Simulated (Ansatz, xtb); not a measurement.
Molecule: ozone, O3 (charge 0, singlet). 
Geometry from a B3LYP-D3(BJ)/def2-TZVP (Ansatz, a first-principles code) optimisation:
```xyz
3

O     -0.0102     1.0756    -0.2169
O      0.0093     0.0011     0.4285
O      0.0009    -1.0767    -0.2116
```

Harmonic wavenumbers from GFN2-xTB (xtb, at its own minimum), cm⁻¹: 703, 1302, 1329.

Task: Give the harmonic wavenumbers at B3LYP-D3(BJ)/def2-TZVP (Ansatz, finite differences of forces, unscaled).

Result: 750, 1203, 1257 cm⁻¹. Zero-point energy 4.6 kcal/mol.

Task: From these and the geometry, give the ideal-gas thermochemistry at 298.15 K and 1 atm (rigid rotor, harmonic oscillator).

Result: Point group C2v, rotational symmetry number 2. Rotational constants 114.7, 13.64, 12.19 GHz. S(trans) 37.53, S(rot) 18.98, S(vib) 0.33, S(elec, spin only) 0.00, S 56.8 cal/(mol K). H(298) - H(0) 2.45 kcal/mol; G - E(el) -9.9 kcal/mol. Tabulated S at 1 bar: 57.1 cal/(mol K) (CRC Handbook, as tabulated in the package chemicals).
